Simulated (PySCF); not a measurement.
Compound: CO₂.
Bonds: O1–C2 (double), C2–O3 (double).

Level: wB97X-D/pcSseg-2 in PySCF, non-relativistic, on one gas-phase PBE0-D3(BJ)/def2-TZVP geometry that isn't relaxed in the solvent. The solvent is an IEF-PCM continuum (cavity from Bondi-type radii × 1.2). Only the electrostatic response of the medium enters.

Gas phase at wB97X-D/pcSseg-2: HOMO -12.62 eV, LUMO 2.68 eV, dipole 0.00 D.

Problem. What does the continuum do to the energy, the frontier levels and the dipole at wB97X-D/pcSseg-2 in chloroform?

Solution. 
| solvent | ε | E(solvent) − E(gas) (kcal/mol) | polarisation term (kcal/mol) | distortion of the solute (kcal/mol) | HOMO (eV) | LUMO (eV) | dipole (D) |
| --- | --- | --- | --- | --- | --- | --- | --- |
| chloroform | 4.711 | -1.42 | -1.50 | 0.08 | -12.54 | 2.89 | 0.00 |

The first energy column is the sum of the next two and covers electrostatics alone. Charge and dipole vanish, so a point-dipole model would give no lowering at all.

Note: wB97X-D ran without an empirical dispersion term, which enters the total energy and its gradient alone.
